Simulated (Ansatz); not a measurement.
# Litharge PbO

Level of theory: r²SCAN+rVV10 in Ansatz (plane waves, PAW).

Cell: relaxed at this level.

| Property | Value |
|---|---|
| interlayer binding energy | 22.7 meV/Å² |
| layer repeat distance | 5.011 Å |
| gap between the layers | 2.643 Å |

Spin–orbit coupling is not included; it can shift volumes and moduli of such heavy elements.

Computed values are for the static lattice.

Computing time: roughly 4 core-minutes.

Ansatz is a first-principles code.
